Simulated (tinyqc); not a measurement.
Worked calculation (part 1 of 2): CCD on RHF in the sto-6g basis, frozen core, for H2O, spin multiplicity 1. Computed by tinyqc, a small Python program that keeps every step (integrals from PySCF). Settings: charge = 0, multiplicity = 1, basis = sto-6g, method = RHF, frozen orbitals = 1, energy threshold = 1e-10, iteration cap = 80, orthogonalisation = symmetric, start = Wolfsberg-Helmholz matrix, DIIS depth = 6, amplitude equations = CCD, DIIS depth for amplitudes = 4, cap on updates = 87. Command: `OMP_NUM_THREADS=1 python tinyqc.py 24263 24264 out.jsonl` (the two numbers bound the seeds that draw the settings). One thread of a shared host (Intel(R) Xeon(R) Processor @ 2.60GHz), about 0.2 s of CPU time with the checks. The early iterations of the SCF are left out here.

## One-electron integrals

Geometry (angstrom):
```
atom       x        y       z
O     0.0000   0.0000  0.0000
H     0.0000   0.7210  0.6900
H     0.0000  -0.7260  0.6960
```

Basis sto-6g: exponents (1/bohr^2) and contraction coefficients of normalised primitives:
```
element  l (shell)   exponent  coefficient
O            s (1)  1355.5842       0.0092
O            s (1)   248.5449       0.0494
O            s (1)    69.5339       0.1685
O            s (1)    23.8868       0.3706
O            s (1)     9.2759       0.4165
O            s (1)     3.8203       0.1303
O            s (2)    52.1878      -0.0133
O            s (2)    10.3293      -0.0470
O            s (2)     3.2103      -0.0338
O            s (2)     1.2351       0.2502
O            s (2)     0.5364       0.5951
O            s (2)     0.2459       0.2407
O            p (3)    52.1878       0.0038
O            p (3)    10.3293       0.0377
O            p (3)     3.2103       0.1739
O            p (3)     1.2351       0.4180
O            p (3)     0.5364       0.4259
O            p (3)     0.2459       0.1017
H            s (1)    35.5232       0.0092
H            s (1)     6.5131       0.0494
H            s (1)     1.8221       0.1685
H            s (1)     0.6260       0.3706
H            s (1)     0.2431       0.4165
H            s (1)     0.1001       0.1303
```

Overlap, kinetic and nuclear-attraction integrals over the contracted functions; the nuclear repulsion is the sum of Za Zb / Rab.

nuclear repulsion = 8.817039 hartree

overlap S:
```
         1O 1s   1O 2s  1O 2px   1O 2py  1O 2pz   2H 1s    3H 1s
1O 1s   1.0000  0.2311  0.0000   0.0000  0.0000  0.0505   0.0496
1O 2s   0.2311  1.0000  0.0000   0.0000  0.0000  0.4505   0.4456
1O 2px  0.0000  0.0000  1.0000   0.0000  0.0000  0.0000   0.0000
1O 2py  0.0000  0.0000  0.0000   1.0000  0.0000  0.2733  -0.2710
1O 2pz  0.0000  0.0000  0.0000   0.0000  1.0000  0.2615   0.2598
2H 1s   0.0505  0.4505  0.0000   0.2733  0.2615  1.0000   0.2770
3H 1s   0.0496  0.4456  0.0000  -0.2710  0.2598  0.2770   1.0000
```

kinetic energy T (hartree):
```
          1O 1s    1O 2s  1O 2px   1O 2py  1O 2pz    2H 1s    3H 1s
1O 1s   29.3272  -0.8960  0.0000   0.0000  0.0000  -0.0038  -0.0040
1O 2s   -0.8960   0.8426  0.0000   0.0000  0.0000   0.1091   0.1057
1O 2px   0.0000   0.0000  2.5313   0.0000  0.0000   0.0000   0.0000
1O 2py   0.0000   0.0000  0.0000   2.5313  0.0000   0.1819  -0.1778
1O 2pz   0.0000   0.0000  0.0000   0.0000  2.5313   0.1741   0.1704
2H 1s   -0.0038   0.1091  0.0000   0.1819  0.1741   0.7685   0.0145
3H 1s   -0.0040   0.1057  0.0000  -0.1778  0.1704   0.0145   0.7685
```

nuclear attraction V (hartree):
```
           1O 1s     1O 2s   1O 2px    1O 2py    1O 2pz    2H 1s    3H 1s
1O 1s   -62.3147   -6.3955   0.0000   -0.0002   -0.0207  -1.5999  -1.5713
1O 2s    -6.3955  -10.0459   0.0000   -0.0017   -0.2343  -3.6031  -3.5553
1O 2px    0.0000    0.0000  -9.9701    0.0000    0.0000   0.0000   0.0000
1O 2py   -0.0002   -0.0017   0.0000  -10.0881   -0.0010  -1.9417   1.9190
1O 2pz   -0.0207   -0.2343   0.0000   -0.0010  -10.0784  -1.9402  -1.9215
2H 1s    -1.5999   -3.6031   0.0000   -1.9417   -1.9402  -5.7137  -1.6995
3H 1s    -1.5713   -3.5553   0.0000    1.9190   -1.9215  -1.6995  -5.6860
```

core Hamiltonian H = T + V (hartree):
```
           1O 1s    1O 2s   1O 2px   1O 2py   1O 2pz    2H 1s    3H 1s
1O 1s   -32.9875  -7.2915   0.0000  -0.0002  -0.0207  -1.6037  -1.5753
1O 2s    -7.2915  -9.2033   0.0000  -0.0017  -0.2343  -3.4940  -3.4496
1O 2px    0.0000   0.0000  -7.4388   0.0000   0.0000   0.0000   0.0000
1O 2py   -0.0002  -0.0017   0.0000  -7.5568  -0.0010  -1.7598   1.7412
1O 2pz   -0.0207  -0.2343   0.0000  -0.0010  -7.5471  -1.7662  -1.7511
2H 1s    -1.6037  -3.4940   0.0000  -1.7598  -1.7662  -4.9452  -1.6850
3H 1s    -1.5753  -3.4496   0.0000   1.7412  -1.7511  -1.6850  -4.9174
```

## Two-electron integrals

Functions are numbered as in S; the eight-fold symmetry (ij|kl) = (ji|kl) = (kl|ij) leaves the list below.

Two-electron integrals (ij|kl) in chemists' order, unique and non-zero (hartree):
```
(11|11) 4.7875      (21|11) 0.6759      (21|21) 0.1215      (22|11) 1.1174
(22|21) 0.2492      (22|22) 0.8174      (31|31) 0.0258      (32|31) 0.0391
(32|32) 0.1807      (33|11) 1.1174      (33|21) 0.2492      (33|22) 0.8174
(33|33) 0.8807      (41|41) 0.0258      (42|41) 0.0391      (42|42) 0.1807
(43|43) 0.0475      (44|11) 1.1174      (44|21) 0.2492      (44|22) 0.8174
(44|33) 0.7857      (44|44) 0.8807      (51|51) 0.0258      (52|51) 0.0391
(52|52) 0.1807      (53|53) 0.0475      (54|54) 0.0475      (55|11) 1.1174
(55|21) 0.2492      (55|22) 0.8174      (55|33) 0.7857      (55|44) 0.7857
(55|55) 0.8807      (61|11) 0.1575      (61|21) 0.0271      (61|22) 0.0544
(61|33) 0.0543      (61|41) 0.0010      (61|42) 0.0019      (61|44) 0.0545
(61|51) 0.0009      (61|52) 0.0018      (61|54) 1.76e-04    (61|55) 0.0545
(61|61) 0.0062      (62|11) 0.3762      (62|21) 0.0850      (62|22) 0.3080
(62|33) 0.3029      (62|41) 0.0049      (62|42) 0.0359      (62|44) 0.3109
(62|51) 0.0047      (62|52) 0.0344      (62|54) 0.0076      (62|55) 0.3102
(62|61) 0.0191      (62|62) 0.1433      (63|31) 0.0095      (63|32) 0.0534
(63|43) 0.0074      (63|53) 0.0071      (63|63) 0.0205      (64|11) 0.1939
(64|21) 0.0445      (64|22) 0.1718      (64|33) 0.1640      (64|41) 0.0118
(64|42) 0.0724      (64|44) 0.1833      (64|51) 0.0022      (64|52) 0.0182
(64|54) 0.0113      (64|55) 0.1681      (64|61) 0.0104      (64|62) 0.0972
(64|64) 0.0857      (65|11) 0.1856      (65|21) 0.0426      (65|22) 0.1644
(65|33) 0.1570      (65|41) 0.0022      (65|42) 0.0182      (65|44) 0.1612
(65|51) 0.0116      (65|52) 0.0708      (65|54) 0.0115      (65|55) 0.1751
(65|61) 0.0100      (65|62) 0.0930      (65|64) 0.0624      (65|65) 0.0802
(66|11) 0.5132      (66|21) 0.1182      (66|22) 0.4887      (66|33) 0.4691
(66|41) 0.0090      (66|42) 0.0896      (66|44) 0.4998      (66|51) 0.0086
(66|52) 0.0858      (66|54) 0.0294      (66|55) 0.4972      (66|61) 0.0268
(66|62) 0.2855      (66|64) 0.2212      (66|65) 0.2117      (66|66) 0.7750
(71|11) 0.1547      (71|21) 0.0266      (71|22) 0.0534      (71|33) 0.0533
(71|41) -0.0009     (71|42) -0.0018     (71|44) 0.0535      (71|51) 0.0009
(71|52) 0.0018      (71|54) -1.73e-04   (71|55) 0.0535      (71|61) 0.0060
(71|62) 0.0182      (71|64) 0.0091      (71|65) 0.0095      (71|66) 0.0253
(71|71) 0.0060      (72|11) 0.3711      (72|21) 0.0839      (72|22) 0.3041
(72|33) 0.2991      (72|41) -0.0048     (72|42) -0.0355     (72|44) 0.3069
(72|51) 0.0046      (72|52) 0.0341      (72|54) -0.0075     (72|55) 0.3063
(72|61) 0.0183      (72|62) 0.1182      (72|64) 0.0548      (72|65) 0.0749
(72|66) 0.1973      (72|71) 0.0185      (72|72) 0.1400      (73|31) 0.0094
(73|32) 0.0526      (73|43) -0.0074     (73|53) 0.0070      (73|63) 0.0165
(73|73) 0.0199      (74|11) -0.1917     (74|21) -0.0440     (74|22) -0.1700
(74|33) -0.1623     (74|41) 0.0116      (74|42) 0.0714      (74|44) -0.1814
(74|51) -0.0021     (74|52) -0.0180     (74|54) 0.0112      (74|55) -0.1663
(74|61) -0.0091     (74|62) -0.0550     (74|64) -0.0094     (74|65) -0.0340
(74|66) -0.0800     (74|71) -0.0101     (74|72) -0.0951     (74|74) 0.0839
(75|11) 0.1838      (75|21) 0.0422      (75|22) 0.1630      (75|33) 0.1556
(75|41) -0.0021     (75|42) -0.0180     (75|44) 0.1598      (75|51) 0.0114
(75|52) 0.0699      (75|54) -0.0114     (75|55) 0.1735      (75|61) 0.0096
(75|62) 0.0751      (75|64) 0.0340      (75|65) 0.0633      (75|66) 0.1378
(75|71) 0.0097      (75|72) 0.0912      (75|74) -0.0613     (75|75) 0.0788
(76|11) 0.1660      (76|21) 0.0380      (76|22) 0.1501      (76|33) 0.1462
(76|41) -4.28e-06   (76|42) -5.21e-05   (76|44) 0.1486      (76|51) 0.0032
(76|52) 0.0285      (76|54) -1.59e-05   (76|55) 0.1554      (76|61) 0.0085
(76|62) 0.0713      (76|64) 0.0415      (76|65) 0.0521      (76|66) 0.1507
(76|71) 0.0083      (76|72) 0.0706      (76|74) -0.0412     (76|75) 0.0517
(76|76) 0.0440      (77|11) 0.5097      (77|21) 0.1174      (77|22) 0.4860
(77|33) 0.4665      (77|41) -0.0089     (77|42) -0.0889     (77|44) 0.4970
(77|51) 0.0085      (77|52) 0.0853      (77|54) -0.0292     (77|55) 0.4945
(77|61) 0.0256      (77|62) 0.1987      (77|64) 0.0804      (77|65) 0.1385
(77|66) 0.3571      (77|71) 0.0262      (77|72) 0.2815      (77|74) -0.2185
(77|75) 0.2095      (77|76) 0.1507      (77|77) 0.7750
```

## Orthogonalisation

S = U s U^T; symmetric (Loewdin) form X = U s^(-1/2) U^T, so that X^T S X = 1.

eigenvalues of S: 0.3722  0.4526  0.8793  1.0000  1.1040  1.2705  1.9213

X:
```
          1O 1s    1O 2s  1O 2px   1O 2py   1O 2pz    2H 1s    3H 1s
1O 1s    1.0226  -0.1363  0.0000  -0.0001  -0.0095   0.0188   0.0186
1O 2s   -0.1363   1.2103  0.0000   0.0017   0.1081  -0.2684  -0.2630
1O 2px   0.0000   0.0000  1.0000   0.0000   0.0000   0.0000   0.0000
1O 2py  -0.0001   0.0017  0.0000   1.0854   0.0008  -0.2006   0.1982
1O 2pz  -0.0095   0.1081  0.0000   0.0008   1.0617  -0.1533  -0.1510
2H 1s    0.0188  -0.2684  0.0000  -0.2006  -0.1533   1.1885  -0.1022
3H 1s    0.0186  -0.2630  0.0000   0.1982  -0.1510  -0.1022   1.1839
```

## Iteration 8 (converged): orbitals

converged F (hartree):
```
           1O 1s    1O 2s   1O 2px   1O 2py   1O 2pz    2H 1s    3H 1s
1O 1s   -20.5193  -4.9657   0.0000  -0.0002  -0.0282  -1.0929  -1.0737
1O 2s    -4.9657  -2.3385   0.0000  -0.0018  -0.1209  -0.9512  -0.9394
1O 2px    0.0000   0.0000  -0.4024   0.0000   0.0000   0.0000   0.0000
1O 2py   -0.0002  -0.0018   0.0000  -0.2906  -0.0021  -0.3587   0.3560
1O 2pz   -0.0282  -0.1209   0.0000  -0.0021  -0.3410  -0.3965  -0.3945
2H 1s    -1.0929  -0.9512   0.0000  -0.3587  -0.3965  -0.5398  -0.3982
3H 1s    -1.0737  -0.9394   0.0000   0.3560  -0.3945  -0.3982  -0.5305
```

Diagonalise F' = X^T F X, C = X C', fill 5 alpha and 5 beta electrons from the bottom; D = 2 C_occ C_occ^T. Each column has its largest component positive (the first on a tie).

F' = X^T F X (hartree):
```
          1        2        3        4        5        6        7
1  -20.1918  -2.5035   0.0000  -0.0001  -0.0485  -0.1824  -0.1768
2   -2.5035  -1.2303   0.0000   0.0011   0.1186  -0.4734  -0.4656
3    0.0000   0.0000  -0.4024   0.0000   0.0000   0.0000   0.0000
4   -0.0001   0.0011   0.0000  -0.0439  -0.0005  -0.4315   0.4286
5   -0.0485   0.1186   0.0000  -0.0005  -0.1623  -0.3521  -0.3491
6   -0.1824  -0.4734   0.0000  -0.4315  -0.3521   0.0017  -0.1161
7   -0.1768  -0.4656   0.0000   0.4286  -0.3491  -0.1161  -0.0003
```

orbital energies (hartree): MO1 -20.5224, MO2 -1.2669, MO3 -0.5770, MO4 -0.4811, MO5 -0.4024, MO6 0.5704, MO7 0.6501

coefficients C:
```
            MO1      MO2      MO3      MO4     MO5      MO6      MO7
1O 1s    0.9967  -0.2225   0.0015   0.0996  0.0000  -0.1105  -0.0060
1O 2s    0.0152   0.8507  -0.0088  -0.5494  0.0000   0.7799   0.0448
1O 2px   0.0000   0.0000   0.0000   0.0000  1.0000   0.0000   0.0000
1O 2py   0.0000   0.0018   0.6303  -0.0051  0.0000  -0.0444   0.9265
1O 2pz   0.0031   0.1255   0.0065   0.7309  0.0000   0.7960   0.0404
2H 1s   -0.0034   0.1511   0.4521   0.3030  0.0000  -0.7132  -0.8552
3H 1s   -0.0033   0.1483  -0.4490   0.3119  0.0000  -0.7875   0.7762
```

D after iteration 8:
```
          1O 1s    1O 2s  1O 2px   1O 2py   1O 2pz    2H 1s    3H 1s
1O 1s    2.1058  -0.4577  0.0000   0.0002   0.0960  -0.0123  -0.0119
1O 2s   -0.4577   2.0518  0.0000  -0.0024  -0.5897  -0.0839  -0.0825
1O 2px   0.0000   0.0000  2.0000   0.0000   0.0000   0.0000   0.0000
1O 2py   0.0002  -0.0024  0.0000   0.7947   0.0012   0.5673  -0.5687
1O 2pz   0.0960  -0.5897  0.0000   0.0012   1.1001   0.4868   0.4873
2H 1s   -0.0123  -0.0839  0.0000   0.5673   0.4868   0.6381  -0.1720
3H 1s   -0.0119  -0.0825  0.0000  -0.5687   0.4873  -0.1720   0.6418
```

## Convergence

Stop when the energy changes by less than 1e-10 hartree and every element of the error matrix X^T (F D S - S D F) X is below 3e-06.

Course of the cycle:
```
iteration  E (hartree)     change  largest element of the error matrix
1           -75.309190          -                             4.27e-01
2           -75.659735  -3.51e-01                             1.13e-01
3           -75.677000  -1.73e-02                             3.09e-02
4           -75.678260  -1.26e-03                             5.02e-03
5           -75.678325  -6.42e-05                             1.54e-03
6           -75.678330  -5.41e-06                             1.14e-05
7           -75.678330  -1.45e-10                             1.02e-06
8           -75.678330  -1.46e-12                             6.55e-08
```

PySCF RHF in the same basis = -75.678330 hartree

Converged in 8 iterations.

## Integrals over molecular orbitals

(pq|rs) = sum C_ip C_jq C_kr C_ls (ij|kl), one index at a time.

one-electron integrals over orbitals h = C^T H C (hartree):
```
          1        2        3        4        5        6        7
1  -32.9744   0.5665  -0.0040  -0.2491   0.0000   0.2862   0.0156
2    0.5665  -7.6876   0.0042   0.5006   0.0000  -1.3566  -0.0743
3   -0.0040   0.0042  -6.3092  -0.0126   0.0000   0.0803  -1.6887
4   -0.2491   0.5006  -0.0126  -6.8356   0.0000  -1.1854  -0.0397
5    0.0000   0.0000   0.0000   0.0000  -7.4388   0.0000   0.0000
6    0.2862  -1.3566   0.0803  -1.1854   0.0000  -5.4770   0.0022
7    0.0156  -0.0743  -1.6887  -0.0397   0.0000   0.0022  -5.5267
```

Two-electron integrals over orbitals (pq|rs), unique and non-zero (hartree); the lowest 1 orbital is frozen and left out:
```
(22|22) 0.7312      (32|22) 0.0010      (32|32) 0.1391      (33|22) 0.6443
(33|32) -2.80e-04   (33|33) 0.6284      (42|22) -0.0049     (42|32) 1.71e-04
(42|33) 0.0036      (42|42) 0.1257      (43|22) 0.0010      (43|32) 0.0193
(43|33) 0.0008      (43|42) -0.0015     (43|43) 0.0516      (44|22) 0.6656
(44|32) -0.0014     (44|33) 0.5919      (44|42) -0.0993     (44|43) 0.0013
(44|44) 0.7429      (52|52) 0.1459      (53|52) -0.0008     (53|53) 0.0288
(54|52) -0.0491     (54|53) 4.44e-04    (54|54) 0.0545      (55|22) 0.7504
(55|32) -0.0008     (55|33) 0.6281      (55|42) -0.0782     (55|43) 0.0017
(55|44) 0.7102      (55|55) 0.8807      (62|22) 0.1439      (62|32) -0.0024
(62|33) 0.0800      (62|42) 0.0219      (62|43) 0.0018      (62|44) 0.0736
(62|55) 0.1537      (62|62) 0.1028      (63|22) -0.0071     (63|32) -0.0299
(63|33) -0.0048     (63|42) 0.0038      (63|43) -0.0290     (63|44) -0.0059
(63|55) -0.0092     (63|62) -0.0050     (63|63) 0.0643      (64|22) 0.1041
(64|32) 0.0036      (64|33) 0.0481      (64|42) -0.0509     (64|43) 0.0017
(64|44) 0.1296      (64|55) 0.1317      (64|62) 0.0577      (64|63) -0.0070
(64|64) 0.0859      (65|52) 0.0545      (65|53) -0.0013     (65|54) 0.0012
(65|65) 0.0370      (66|22) 0.6230      (66|32) -0.0083     (66|33) 0.5737
(66|42) 0.0511      (66|43) -0.0051     (66|44) 0.5596      (66|55) 0.5986
(66|62) 0.1039      (66|63) 0.0033      (66|64) 0.0479      (66|66) 0.6095
(72|22) 0.0079      (72|32) 0.0426      (72|33) 0.0034      (72|42) 1.57e-04
(72|43) -0.0368     (72|44) 0.0049      (72|55) 0.0084      (72|62) 0.0023
(72|63) 0.0344      (72|64) 0.0036      (72|66) 0.0064      (72|72) 0.0626
(73|22) 0.1400      (73|32) -0.0031     (73|33) 0.0904      (73|42) -0.0846
(73|43) -1.55e-04   (73|44) 0.1456      (73|55) 0.1910      (73|62) 0.0730
(73|63) -0.0041     (73|64) 0.0921      (73|66) 0.0416      (73|72) 0.0057
(73|73) 0.1585      (74|22) 0.0030      (74|32) -0.0793     (74|33) 0.0019
(74|42) -0.0010     (74|43) -0.0042     (74|44) 0.0048      (74|55) 0.0043
(74|62) 0.0031      (74|63) 0.0454      (74|64) -0.0009     (74|66) 0.0078
(74|72) -0.0144     (74|73) 0.0058      (74|74) 0.0735      (75|52) 0.0030
(75|53) 0.0235      (75|54) -2.51e-04   (75|65) 0.0007      (75|75) 0.0235
(76|22) 0.0014      (76|32) 0.0895      (76|33) -0.0010     (76|42) 0.0025
(76|43) 0.0518      (76|44) -0.0023     (76|55) -1.81e-04   (76|62) 0.0023
(76|63) -0.0560     (76|64) 0.0041      (76|66) -0.0086     (76|72) -0.0118
(76|73) -0.0049     (76|74) -0.0605     (76|76) 0.1093      (77|22) 0.6156
(77|32) 0.0092      (77|33) 0.6032      (77|42) -0.0097     (77|43) 0.0053
(77|44) 0.5904      (77|55) 0.6105      (77|62) 0.0649      (77|63) -0.0095
(77|64) 0.0397      (77|66) 0.5679      (77|72) 0.0025      (77|73) 0.0794
(77|74) -0.0051     (77|76) 0.0092      (77|77) 0.6080
```

## CCD: starting amplitudes

t_ij^ab = <ij||ab> / (e_i + e_j - e_a - e_b), whose energy is MP2.

Starting amplitudes (spin orbitals 1a, 1b, ...; amplitudes related by a flip of all spins are not repeated; the 24 largest):
```
from      to        t
3a 3b  7a 7b  -0.0646
4a 4b  6a 6b  -0.0408
3a 4b  6b 7a   0.0404
4a 4b  7a 7b  -0.0325
3a 3b  6a 6b  -0.0280
2a 2b  6a 6b  -0.0280
2a 3b  6a 7b  -0.0238
3a 4a  6a 7a   0.0205
2a 4b  6a 6b  -0.0200
3a 4b  6a 7b  -0.0199
5a 5b  6a 6b  -0.0190
2a 2b  7a 7b  -0.0163
2a 3a  6a 7a  -0.0126
2a 3b  6b 7a   0.0112
5a 5b  7a 7b  -0.0111
2a 4b  7a 7b   0.0047
3a 4b  6a 6b   0.0032
3a 4b  7a 7b  -0.0024
2a 3b  7a 7b  -0.0018
3a 3b  6a 7b   0.0017
2a 3b  6a 6b   0.0017
2a 4b  6b 7a   0.0012
2a 4b  6a 7b  -0.0010
2a 2b  6a 7b  -0.0006
```

correlation energy = -0.041780 hartree

## CCD: amplitude update 1

t_ij^ab D_ij^ab are set to the remaining terms of the spin-orbital equations, evaluated with the old amplitudes; for the doubles these are <ij||ab> + 1/2 <ab||ef> t_ij^ef + 1/2 <mn||ij> t_mn^ab + P(ij)P(ab) <mb||ej> t_im^ae + terms in t^2, D the orbital-energy denominators.

Amplitudes after update 1 (spin orbitals 1a, 1b, ...; amplitudes related by a flip of all spins are not repeated; the 24 largest):
```
from      to        t
3a 3b  7a 7b  -0.0821
3a 4b  6b 7a   0.0516
4a 4b  6a 6b  -0.0503
4a 4b  7a 7b  -0.0423
3a 3b  6a 6b  -0.0384
2a 2b  6a 6b  -0.0322
3a 4b  6a 7b  -0.0303
2a 3b  6a 7b  -0.0296
2a 4b  6a 6b  -0.0279
5a 5b  6a 6b  -0.0237
3a 4a  6a 7a   0.0213
2a 2b  7a 7b  -0.0175
2a 3b  6b 7a   0.0175
2a 3a  6a 7a  -0.0121
5a 5b  7a 7b  -0.0118
3a 4b  6a 6b   0.0044
2a 4b  7a 7b   0.0035
3a 4b  7a 7b  -0.0033
2a 3b  7a 7b  -0.0024
2a 3b  6a 6b   0.0023
3a 3b  6a 7b   0.0021
2a 4b  6b 7a   0.0015
2a 4b  6a 7b  -0.0013
2a 2b  6a 7b  -0.0008
```

correlation energy = -0.052683 hartree

## CCD: amplitude update 2

As before.

Amplitudes after update 2 (spin orbitals 1a, 1b, ...; amplitudes related by a flip of all spins are not repeated; the 24 largest):
```
from      to        t
3a 3b  7a 7b  -0.0877
3a 4b  6b 7a   0.0550
4a 4b  6a 6b  -0.0533
4a 4b  7a 7b  -0.0456
3a 3b  6a 6b  -0.0422
3a 4b  6a 7b  -0.0351
2a 2b  6a 6b  -0.0328
2a 3b  6a 7b  -0.0311
2a 4b  6a 6b  -0.0308
5a 5b  6a 6b  -0.0251
2a 3b  6b 7a   0.0202
3a 4a  6a 7a   0.0199
2a 2b  7a 7b  -0.0172
5a 5b  7a 7b  -0.0113
2a 3a  6a 7a  -0.0109
3a 4b  6a 6b   0.0049
3a 4b  7a 7b  -0.0036
2a 3b  7a 7b  -0.0026
2a 4b  7a 7b   0.0026
2a 3b  6a 6b   0.0024
3a 3b  6a 7b   0.0022
2a 4b  6b 7a   0.0015
2a 4b  6a 7b  -0.0014
2a 2b  6a 7b  -0.0009
```

correlation energy = -0.055976 hartree
